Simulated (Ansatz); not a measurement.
The end point of a relaxation of Ge. Space group Fd-3m (No. 227), diamond type. All values below come from PBEsol (plane waves to 420 eV, PAW, scalar-relativistic; Ansatz, a program for electronic structure).

Space group Fd-3m, origin choice 1 (No. 227); a = b = c = 5.6761 Å, α = β = γ = 90.00°

```
atom  site  symmetry       x       y       z
----  ----  --------  ------  ------  ------
Ge      8a      -43m  0.0000  0.0000  0.0000
```
(The calculation used a cell of 2 atoms; values per cell refer to that cell.)

Problem. Give the band gap at the level PBEsol.

Solution. Zero (the bands touch at this level, without spin-orbit coupling).

No spin polarisation in the result.

Measured for Ge: a 5.644 Å (static lattice; corrected from measurement; as listed in Daniel Mejia-Rodriguez, S. B. Trickey, Phys. Rev. B (2018)); gap 0.792 eV (static lattice; corrected from measurement; as listed in Anna Miglio et al., npj Computational Materials (2020)). Computed minus measured — a: PBEsol +0.6 %; gap: PBEsol -0.79 eV. The computed values are for a static lattice, and a measured gap can be an optical one, lowered by exciton binding.

The run could not lose the symmetry of its start; a randomly shaken copy of 2 atoms returns to this structure.

All atoms sit on sites fixed by symmetry, so only the cell could relax.
